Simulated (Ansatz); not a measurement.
# B2+ (quartet): the correlation ladder at distance B1–B2 = 1.938 Å, cc-pVTZ

Aim: climb from Hartree-Fock through coupled cluster and multireference methods for B2+ (quartet) at one geometry and basis, and see what each rung misses.

Method: cc-pVTZ, core rule «outside noble gas», up to 2 orbitals frozen; program: Ansatz 0.2.0, Gaussian basis.

Plan: UHF; CCSD(T) on ROHF; CCSD(T) on UHF; BCCD(T) on ROHF; CISD as a restricted active space (open shells left free, so some higher excitations enter); CCSDT(Q) on ROHF; CCSDT(Q) on UHF; CASSCF and MRCISD+Q, 5 electrons in 5 orbitals; CASSCF and NEVPT2, 5 electrons in 5 orbitals; CASSCF and MRCISD+Q, 5 electrons in 8 orbitals; CASSCF and NEVPT2, 5 electrons in 8 orbitals; Full CI.

29 further runs of the same task are left out: 8 for a known fault of the program, 15 that didn't finish, 6 set aside as unsound or not needed. Runs told in other sessions of the task aren't counted.

## 1. The geometry

The geometry derives from a PBE0/def2-TZVP stationary point (not a proven minimum). One bond is set to the value named and the two fragments are kept rigid.

2 atoms, charge 1, spin multiplicity 4.

Atoms are counted from 1 here; the program's logs count them from 0.

No contacts short enough for the rule that draws bonds.

Geometry (Å):

```xyz
2
B2
B     0.0000    0.0000    0.0000
B     0.0000    0.0000    1.9380
```

## 2. UHF

File in.yaml:

```yaml
crystal:
  periodic: [false, false, false]
  atoms:
    - {symbol: B, position_ang: [0.000000, 0.000000, 0.000000]}
    - {symbol: B, position_ang: [0.000000, 0.000000, 1.938000]}
basis:
  gaussian: {orbitals: cc-pVTZ}
total_charge: 1
magnetization: {spin_polarized: true, initial_magnetization: 3}
hamiltonian: {xc: hf}
output: {orbitals: {seedname: orbitals}}
```

On the command line:

```bash
$ ansatz run in.yaml --threads 1 --pin off --events-out ev --progress --plain --max-ram 2393MiB
```

Further steps of the session: CCSD(T) on ROHF; CCSD(T) on UHF; BCCD(T) on ROHF; CISD as a restricted active space (open shells left free, so some higher excitations enter); CCSDT(Q) on ROHF; CCSDT(Q) on UHF; CASSCF and MRCISD+Q, 5 electrons in 5 orbitals; CASSCF and NEVPT2, 5 electrons in 5 orbitals; CASSCF and MRCISD+Q, 5 electrons in 8 orbitals; CASSCF and NEVPT2, 5 electrons in 8 orbitals; Full CI.

Q: Predict the results of all the runs planned. Wanted: FCI from the RHF energy; RMP2 from FCI; UMP2 from FCI; RCCSD from FCI; RCCSD(T) from FCI; UCCSD(T) from FCI; RCCSDT(Q) from FCI; UCCSDT(Q) from FCI; NEVPT2 pair from FCI.

The runs gave:

| quantity | value |
| --- | --- |
| FCI from the ROHF energy | -2.8221 eV |
| RMP2 from FCI | +75.6 kJ/mol |
| UMP2 from FCI | +75.6 kJ/mol |
| RCCSD from FCI | +17.3 kJ/mol |
| RCCSD(T) from FCI | +4.5 kJ/mol |
| UCCSD(T) from FCI | +4.4 kJ/mol |
| RCCSDT(Q) from FCI | +0.1 kJ/mol |
| UCCSDT(Q) from FCI | +0.1 kJ/mol |
| NEVPT2 pair from FCI | +72.6 kJ/mol |
| MRCISD+Q pair from FCI | +1.6 kJ/mol |
| NEVPT2 valence from FCI | +27.2 kJ/mol |
| levels within 1 kcal/mol (43 meV) | RCCSDT, UCCSDT, RCCSDT(Q), UCCSDT(Q), MRCISD+Q pair, MRCISD valence, MRCISD+Q valence |
| T1 diagnostic | 0.029 |
| effectively unpaired electrons | 3.05 |

What this shows: RCCSD(T) lands +4.5 kJ/mol from the yardstick (1.7 % of the correlation energy). One determinant dominates. Of the multireference levels listed MRCISD+Q valence comes nearest in total energy (+1.3 kJ/mol), which doesn't show that its space is the better one. These misses are within one basis, not against nature; the frozen cores of restricted and unrestricted runs differ, which can shift their rows.

Levels on UHF freeze UHF's core orbitals, full CI those of ROHF, so the U rows can settle a little off it for that reason alone.

With open shells the CI space here admits some higher excitations, so it is larger than plain CISD.
